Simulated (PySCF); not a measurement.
**Bond curve of NaO**

Set-up: Na def2-TZVP, O def2-TZVP; no relativity (PySCF 2.14). Energies in eV from Na + O in their ground configurations at the same level. State: ²Π (doublet), unpaired electrons π ↑.

All columns are PBE0. A positive dipole means Na(−)O(+).

| R (Å) | E (eV) | μ (D) | Mulliken charge on Na (basis-dependent) | HOMO (eV) | LUMO (eV) | Mayer bond order | ⟨S²⟩ |
| --- | --- | --- | --- | --- | --- | --- | --- |
| 1.765 | -2.010 | -6.88 | 0.73 | -5.33 | -1.34 | 0.51 | 0.76 |
| 1.847 | -2.310 | -7.15 | 0.73 | -5.24 | -1.40 | 0.51 | 0.76 |
| 1.929 | -2.472 | -7.42 | 0.72 | -5.12 | -1.47 | 0.52 | 0.76 |
| 1.990 | -2.527 | -7.61 | 0.72 | -5.04 | -1.52 | 0.54 | 0.76 |
| 2.052 | -2.542 | -7.80 | 0.71 | -4.96 | -1.58 | 0.55 | 0.76 |
| 2.114 | -2.525 | -7.99 | 0.70 | -4.89 | -1.63 | 0.56 | 0.76 |
| 2.196 | -2.467 | -8.23 | 0.69 | -4.80 | -1.70 | 0.58 | 0.76 |
| 2.298 | -2.355 | -8.52 | 0.67 | -4.69 | -1.79 | 0.60 | 0.76 |
| 2.421 | -2.188 | -8.84 | 0.65 | -4.59 | -1.90 | 0.62 | 0.77 |
| 2.586 | -1.941 | -9.17 | 0.63 | -4.51 | -2.04 | 0.64 | 0.79 |

A fit through these points gives, at Re = 2.047 Å, μ = -7.79 D and dμ/dR = -3.08 D/Å; the reduced mass is 9.432 u.

Problem. How strong is the fundamental in the double-harmonic approximation, I = 42.26·(dμ/dR)²/μred km/mol?

Solution. I = 42.26·(-3.08)²/9.432 = 42.5 km/mol at PBE0.

The state was picked by a PBE0 search and need not be the measured ground state.
